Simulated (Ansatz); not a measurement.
Program: Ansatz. Geometries: PBE0-D4/def2-TZVP. ΔE: electronic, gas phase. CBS: MP2 limit from def2 TZ/QZ plus the TZ coupled-cluster correction, frozen cores. This one scheme is used for every species. Functionals use def2-TZVPP. One conformer a species, not always the lowest.

`NC(F)(S)C=O` + H₂ → `NC(F)S` + `C=O`  (hydrogenolysis of a C–C bond)

`NC(F)(S)C=O`:

```xyz
10

N    -1.200   -0.723   -0.272
C     0.104   -0.224   -0.126
F     1.059   -1.194    0.070
S     0.487    0.726   -1.633
C     0.175    0.784    1.017
O     1.062    0.825    1.815
H    -1.519   -1.207    0.557
H    -1.292   -1.318   -1.084
H     1.797    0.831   -1.351
H    -0.672    1.499    1.007
```

H₂:

```xyz
2

H    -0.021   -0.305    0.214
H     0.021    0.305   -0.214
```

`NC(F)S`:

```xyz
8

N     1.067   -0.050   -0.657
C    -0.004   -0.307    0.217
F    -0.618   -1.492   -0.121
S    -1.254    1.024    0.160
H     0.790    0.377   -1.530
H     1.824    0.457   -0.225
H     0.369   -0.418    1.236
H    -2.174    0.410    0.922
```

`C=O`:

```xyz
4

C     0.004    0.001    0.002
O    -1.075   -0.246   -0.447
H     0.926   -0.480   -0.384
H     0.145    0.725    0.830
```

CCSD(T)/CBS gives -0.21 eV.

(1) Another level gave -0.26 eV. Which?
A. HF/def2-TZVPP
B. ωB97X-V/def2-TZVPP
C. B2PLYP/def2-TZVPP
D. PBE-D4/def2-TZVPP

Largest T1 diagnostic among the species: 0.015.

## Answers

(1) C. B2PLYP -0.26, PBE-D4 -0.12, ωB97X-V -0.20, HF/def2-TZVPP -0.49 eV.

In def2-TZVPP, CCSD(T) changes the Hartree–Fock value by +0.29 eV (the triples alone add +0.07 eV) and MP2 by +0.35 eV. From PBE to PBE0 (25 % exact exchange), in def2-TZVPP and without D4, ΔE moves by −0.05 eV.
